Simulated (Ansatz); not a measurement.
C3H6OS can be A, `COCC=S`, or B, `C/C(S)=C/O`.

Gas-phase electronic energies from Ansatz, PBE0-D4/def2-TZVP geometries. CCSD(T)/CBS adds triple-zeta CCSD(T) − MP2 to the extrapolated MP2 energy (def2 sets, frozen cores). Functionals use def2-TZVPP. B3LYP here is the variant with VWN-RPA as its local correlation; programs differ in this. Each species was taken in one conformer, which may not be the lowest.

A:

```xyz
11

C    -0.6712   -1.0086   -0.9545
O     0.6474   -0.5781   -0.7198
C     0.7007    0.6553   -0.0617
C     0.3181    0.5686    1.3840
S    -0.3341    1.7538    2.2491
H    -1.2209   -0.2851   -1.5709
H    -0.6113   -1.9576   -1.4859
H    -1.2270   -1.1592   -0.0198
H     0.0942    1.4212   -0.5638
H     1.7469    0.9847   -0.1008
H     0.5573   -0.3949    1.8440
```

B:

Z-matrix (Å, degrees):
```
C
C 1 1.492
H 1 1.094 2 111.2
H 1 1.091 2 110.5 3 -120.2
H 1 1.094 2 111.2 3 119.6
S 2 1.757 1 114.7 3 -59.9
C 2 1.330 1 122.2 3 120.1
H 6 1.342 2 96.5 1 180.0
O 7 1.364 2 122.3 1 -180.0
H 7 1.086 2 120.7 1 -0.0
H 9 0.958 7 109.5 2 -179.9
```

Task: Which isomer does CCSD(T)/CBS put lower? Give the gap. (An estimate is asked.)

Result: The calculation gave: B, by 73.1 kJ/mol.

Task: Give E(B) − E(A) in kJ/mol with PBE0-D4, CCSD(T)/def2-TZVPP, ωB97M-V, PBE-D4, B3LYP-D4, CCSD/def2-TZVPP, B2PLYP. (Estimate.)

Result: Ansatz gave: PBE0-D4 -81.3, CCSD(T)/def2-TZVPP -66.7, ωB97M-V -73.6, PBE-D4 -80.9, B3LYP-D4 -72.6, CCSD/def2-TZVPP -66.8, B2PLYP -69.0. None reverses the order clearly.

Largest T1 diagnostic: 0.014.

In def2-TZVPP, CCSD(T) changes the Hartree–Fock value by −8.7 kJ/mol (the triples alone add +0.0 kJ/mol) and MP2 by −17.1 kJ/mol. The D4 term adds −3.2 kJ/mol with B3LYP and −1.5 kJ/mol with PBE0; it sums over pairs of atoms, weighted by their polarisabilities, and B3LYP, whose exchange is more repulsive, gets the larger term.
